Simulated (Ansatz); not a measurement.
# BeLiH (triplet): the correlation ladder, def2-TZVPP

The task here is to estimate one member of a computed series from the others.

The runs use Ansatz 0.2.0, Gaussian basis; def2-TZVPP, core rule «outside noble gas», up to 2 orbitals frozen.

The runs, in order: UHF; ROHF; CCSD(T) on UHF.

2 further runs of the same task are left out: 2 set aside as unsound or not needed.

**What is computed**

The geometry is a PBE0/def2-TZVP stationary point (not a proven minimum).

3 atoms, charge 0, spin multiplicity 3.

Atoms are counted from 1 here; the program's logs count them from 0.

Bond lengths: Li1–H3 1.836 Å, Be2–H3 1.407 Å. Angles: Li1–H3–Be2 97.0°.

Set-up of the first run:

Input file in.yaml:

```yaml
crystal:
  periodic: [false, false, false]
  atoms:
    - {symbol: Li, position_ang: [0.000000, -0.047316, 1.389798]}
    - {symbol: Be, position_ang: [0.000000, -0.073663, -1.056032]}
    - {symbol: H, position_ang: [0.000000, 0.984461, -0.128421]}
basis:
  gaussian: {orbitals: def2-TZVPP}
magnetization: {spin_polarized: true, initial_magnetization: 2}
hamiltonian: {xc: hf}
output: {orbitals: {seedname: orbitals}}
```

The run is started by

```bash
> ansatz run in.yaml --threads 1 --pin off --events-out ev --progress --plain --max-ram 4096MiB --backend cpu
```

Among the steps run: UHF; ROHF; CCSD(T) on UHF.

One table of the session follows, with a row left open; its other results are not shown here.

It belongs to the step «Misses and costs». 

```
  method  from UCCSD(T) (meV)
    ROHF                    ?
     UHF              +1415.8
    UMP2               +364.7
   UCCSD                +25.5
UCCSD(T)                    0
```

Q: Estimate the row for ROHF from the others.

**Answer.** from UCCSD(T) (meV): +1426.9. In the column «from UCCSD(T) (meV)» it is the highest.
